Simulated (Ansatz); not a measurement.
A nudged elastic band was laid between two geometries of H$_{6}$OSi$_{2}$ (9 atoms, charge 0, multiplicity 1).

Theory: Ansatz, RKS CAM-B3LYP/cc-pVDZ.

```json
{
 "movable images": "5",
 "climbing image": "yes",
 "spring": "20.0 eV/Å²",
 "optimiser": "quadratic models (default)",
 "start path": "through a guess of the saddle point",
 "force threshold": "0.03 eV/Å",
 "iteration limit": "60",
 "end points": "relaxed"
}
```

Initial state:

```xyz
9
Properties=species:S:1:pos:R:3
Si 0.403 0.049 -0.159
O 0.441 -0.251 1.488
Si -0.540 -0.493 2.822
H -1.548 -1.560 2.535
H 0.334 -0.912 3.955
H -1.254 0.773 3.171
H 1.809 0.039 -0.650
H -0.217 1.383 -0.427
H -0.387 -1.010 -0.859
```

Final state:

```xyz
9
Properties=species:S:1:pos:R:3
Si 0.159 0.156 -0.748
O 0.794 -0.183 1.186
Si -0.314 -0.513 2.478
H -1.018 -1.792 2.209
H 0.520 -0.622 3.709
H -1.222 0.654 2.516
H 1.661 -0.609 1.205
H -0.397 1.512 -0.300
H -1.141 -0.583 -0.377
```

Question: What changes between the two ends?

Answer: Bonds broken: Si1–H7. Bonds formed: O2–H7.

Question: Give the energies along the band, and the barrier.

Answer: The run converged. The highest image is number 4 of 0 to 6, 322.9 kJ/mol above the first end and 94.3 kJ/mol above the last; the last end lies 228.6 kJ/mol above the first. Neighbouring images differ by up to 2.9 eV, so the band resolves the path poorly. Another band between the same ends (5 images) ends at a top of the same energy, where a vibrational analysis finds 1 clearly imaginary mode. The orbitals stay closed-shell, which can raise the energy where a bond breaks towards radicals; this wasn't checked here.

```json
{"image": "0", "path coordinate (Å)": "0.00", "energy (kJ/mol)": "0.0", "Si1–H7 (Å)": "1.49", "O2–H7 (Å)": "2.55"}
{"image": "1", "path coordinate (Å)": "0.91", "energy (kJ/mol)": "0.4", "Si1–H7 (Å)": "1.49", "O2–H7 (Å)": "2.58"}
{"image": "2", "path coordinate (Å)": "1.82", "energy (kJ/mol)": "0.9", "Si1–H7 (Å)": "1.49", "O2–H7 (Å)": "2.60"}
{"image": "3", "path coordinate (Å)": "2.74", "energy (kJ/mol)": "46.9", "Si1–H7 (Å)": "1.47", "O2–H7 (Å)": "2.19"}
{"image": "4", "path coordinate (Å)": "3.65", "energy (kJ/mol)": "322.9", "Si1–H7 (Å)": "1.64", "O2–H7 (Å)": "1.25"}
{"image": "5", "path coordinate (Å)": "4.51", "energy (kJ/mol)": "233.9", "Si1–H7 (Å)": "2.44", "O2–H7 (Å)": "0.97"}
{"image": "6", "path coordinate (Å)": "5.38", "energy (kJ/mol)": "228.6", "Si1–H7 (Å)": "2.58", "O2–H7 (Å)": "0.97"}
```

Question: What is the geometry of the highest image?

Answer: 
```xyz
9
Properties=species:S:1:pos:R:3
Si 0.218 0.086 -0.515
O 0.611 0.004 1.365
Si -0.304 -0.550 2.695
H -0.704 -1.971 2.475
H 0.540 -0.443 3.916
H -1.515 0.313 2.798
H 1.240 -0.669 0.516
H 0.189 1.563 -0.796
H -1.234 -0.313 -0.577
```

Time of the run: 4.4 min on 2 threads of Arm Neoverse V1 (shared host), peak memory 0.18 GiB.
